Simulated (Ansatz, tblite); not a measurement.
# The cluster Cs₂I: rung by rung

An exercise on one series of results from a longer session: the logs are not shown, and one member is left open.

Method: as each input shows; program: Ansatz 0.2.0, Gaussian basis.

The runs, in order: GFN1-xTB, GFN2-xTB, PBE-D4/def2-TZVP, r2SCAN-D4/def2-TZVP, ωB97M-V/def2-TZVP, HF/def2-TZVP, LC-ωPBE/def2-TZVP, r2SCANh-D4/def2-TZVP, B97M-V/def2-TZVP, PBE-D4/def2-SVP, PBE0-D4/def2-SVP, PBE0-D4/def2-TZVPD, PBE-D4/def2-TZVPD, r2SCAN-D4/def2-TZVPD, CCSD(T)/def2-TZVPP, MP2/def2-TZVP, RPA/def2-TZVP, CCSD(T)/def2-TZVPD.

## The structure

The geometry is that of the doublet, from an earlier relaxation (PBE-D4/def2-TZVP). At that level it is the lowest of the isomers that a small search found.

3 atoms, charge 0, spin multiplicity 2.

Bond lengths: Cs1–I3 3.559 Å, Cs2–I3 3.559 Å. Angles: Cs1–I3–Cs2 85.1°.

Cs, I take a core potential in the def2 sets. No spin-orbit coupling is included.

PBE0-D4/def2-TZVP was run before; its log isn't repeated, and its numbers join the tables.

Set-up of the first run:

Tight binding, by tblite at 300 K electronic temperature and without a spin-polarisation term:

```python
tblite.interface.Calculator('GFN1-xTB', numbers, positions, charge=0, uhf=1).singlepoint()
```

Tight binding, by tblite at 300 K electronic temperature and without a spin-polarisation term:

```python
tblite.interface.Calculator('GFN2-xTB', numbers, positions, charge=0, uhf=1).singlepoint()
```

start.molden holds the orbitals of an earlier run on this state, given as this run's starting guess.

in.yaml

```yaml
crystal:
  periodic: [false, false, false]
  atoms:
    - {symbol: Cs, position_ang: [-2.358042, 0.796881, -0.603819]}
    - {symbol: Cs, position_ang: [2.447040, 0.482914, -0.582213]}
    - {symbol: I, position_ang: [-0.088998, -1.279794, 1.186032]}
basis:
  gaussian: {orbitals: def2-TZVP, initial_orbitals: start.molden}
magnetization: {spin_polarized: true, initial_magnetization: 1}
hamiltonian: {xc: pbe, dispersion: d4}
scf: {omitted_lower_state_checks: [starts]}
output: {orbitals: {seedname: orbitals}}
```

Command:

```console
> ansatz run in.yaml --threads 4 --pin off --events-out ev --progress --plain --max-ram 3916MiB
```

Steps of the session up to this table: PBE-D4/def2-TZVP; r2SCAN-D4/def2-TZVP; ωB97M-V/def2-TZVP; HF/def2-TZVP; LC-ωPBE/def2-TZVP; r2SCANh-D4/def2-TZVP; B97M-V/def2-TZVP; PBE-D4/def2-SVP; PBE0-D4/def2-SVP; PBE0-D4/def2-TZVPD; PBE-D4/def2-TZVPD; r2SCAN-D4/def2-TZVPD; CCSD(T)/def2-TZVPP; MP2/def2-TZVP; RPA/def2-TZVP; CCSD(T)/def2-TZVPD.

One of the session's tables, all rows but one given; the rest of the session is left out.

| level | HOMO (eV) | LUMO (eV) | gap (eV) |
| --- | --- | --- | --- |
| HF/def2-TZVP | -3.30 | -0.08 | 3.21 |
| PBE-D4/def2-SVP | -2.21 | -1.76 | 0.46 |
| PBE-D4/def2-TZVP | -2.20 | -1.71 | 0.50 |
| PBE-D4/def2-TZVPD | ? | ? | ? |
| r2SCAN-D4/def2-TZVP | -2.16 | -1.40 | 0.76 |
| r2SCAN-D4/def2-TZVPD | -2.14 | -1.34 | 0.80 |
| B97M-V/def2-TZVP | -2.19 | -1.75 | 0.45 |
| r2SCANh-D4/def2-TZVP | -2.31 | -1.34 | 0.97 |
| PBE0-D4/def2-SVP | -2.54 | -1.24 | 1.31 |
| PBE0-D4/def2-TZVP | -2.54 | -1.19 | 1.35 |
| PBE0-D4/def2-TZVPD | -2.53 | -1.14 | 1.39 |
| LC-ωPBE/def2-TZVP | -3.65 | -0.10 | 3.55 |
| ωB97M-V/def2-TZVP | -3.24 | -0.40 | 2.84 |

Estimate the missing values for PBE-D4/def2-TZVPD.

The run gave: HOMO (eV): -2.19; LUMO (eV): -1.68; gap (eV): 0.52.
